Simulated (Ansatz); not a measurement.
Born–Oppenheimer molecular dynamics of BFH2 (4 atoms, charge 0, multiplicity 1). It starts at the highest image of a converged band. Of that band: Neighbouring images differ by up to 2.5 eV, so the band resolves the path poorly. A vibrational analysis at the climbing image gives one clearly imaginary mode, 1460i cm⁻¹: a first-order saddle point.

Theory: RKS BLYP-D4/def2-SVP (Ansatz).

| Item | Value |
| --- | --- |
| ensemble | NVE (velocity Verlet) |
| time step | 0.5 fs |
| steps asked | 200 |
| starting velocities drawn for | 100 K |
| seed | 7330 |

First frame:

```xyz
4
Properties=species:S:1:pos:R:3
B 0.232 0.003 -0.427
H 0.654 0.001 1.224
H 1.282 -0.002 0.210
F -1.068 -0.002 -0.373
```

(1) How far do the bonds stretch over the last three quarters of this one trajectory? (Pairs bonded in most of those frames.)

Answers

(1) 
```json
{"bond": "B1–F4", "mean (Å)": "1.284", "spread (Å)": "0.012", "shortest": "1.27", "longest": "1.30"}
{"bond": "H2–H3", "mean (Å)": "0.777", "spread (Å)": "0.052", "shortest": "0.70", "longest": "0.85"}
```

Mean temperature of the second half: 5793 K. The conserved energy stayed within 0.62 meV per atom of its start (net change 0.39 meV per atom), so the integration is sound. The kinetic energy rose, since the run started high on the potential surface and went downhill. It ends in pieces (BF + H2), so much of that is their flight and rotation, not heat. A run of 0.1 ps of so small a system gives no equilibrium averages. The orbitals stay closed-shell, which can raise the energy where a bond breaks towards radicals; this wasn't checked here.

Time of the run: 60 s on 1 thread of Arm Neoverse V2, with other jobs on the host, peak memory 0.076 GiB.
